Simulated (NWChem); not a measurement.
F anion

All runs: NWChem. Level: PBE0/def2-SVPD with COSMO at NWChem's default radii, gas-phase geometry; rows give the dielectric constant. Reactions with the solvent are ignored.

```
dielectric constant  electrostatic solvation energy (kcal/mol)
-------------------  -----------------------------------------
1.5                                                      -29.8
2.0                                                      -44.8
2.4                                                      -52.3
4.8                                                      -71.1
11.7                                                     -82.2
```
